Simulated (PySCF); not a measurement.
# Constants of BS, step by step

State: ²Σ⁺, doublet, unpaired electrons σ ↑. De refers to B + S. ROHF-based CCSD(T) in PySCF 2.14 with B cc-pVTZ, S cc-pV(T+d)Z and B cc-pVQZ, S cc-pV(Q+d)Z (frozen core orbitals: 6; no relativity). Correlation energies are extrapolated as n⁻³ (n = 3, 4), Hartree–Fock as (n+1)·exp(−9√n). CV is the change on freezing 1 orbitals instead, in B cc-pwCVTZ, S cc-pwCVTZ. SR is the spin-free X2C energy in B cc-pVTZ-DK, S cc-pVTZ-DK less the non-relativistic one in B cc-pVTZ, S cc-pVTZ.

```tsv
Level	Re (Å)	ωe (cm⁻¹)	ωexe (cm⁻¹)	αe (cm⁻¹)	De (eV)
CCSD(T)/TZ	1.6215	1170.1	6.11	0.00567	5.549
CCSD(T)/QZ	1.6164	1176.9	6.13	0.00568	5.700
HF/CBS	1.5942	1264.3	5.80	0.00515	4.244
MP2/CBS	1.6086	1208.3	5.24	0.00527	6.134
CCSD/CBS	1.6044	1216.0	6.09	0.00548	5.513
CCSD(T)/CBS	1.6135	1182.1	6.13	0.00568	5.800
CCSD(T)/CBS+CV	1.6093	1188.4	6.14	0.00570	5.846
CCSD(T)/CBS+CV+SR	1.6088	1187.1	6.14	0.00571	5.835
```

Q: How much is left between CCSD(T)/QZ and the basis-set limit, and how much do the triples give at the limit?

A: CCSD(T)/CBS less CCSD(T)/QZ: -2.9 mÅ in Re, +5.2 cm⁻¹ in ωe and +0.100 eV in De. CCSD(T)/CBS less CCSD/CBS: +9.1 mÅ in Re, -33.9 cm⁻¹ in ωe and +0.287 eV in De.

Q: What do the later terms add?

A: CV: -4.2 mÅ in Re, +6.3 cm⁻¹ in ωe and +0.046 eV in De; SR: -0.5 mÅ in Re, -1.3 cm⁻¹ in ωe and -0.011 eV in De, each against the row above.

The T1 diagnostic is 0.032. The state was picked by a PBE0 search and need not be the measured ground state. Spin–orbit coupling, excitations beyond (T) and corrections to the Born–Oppenheimer picture are left out.
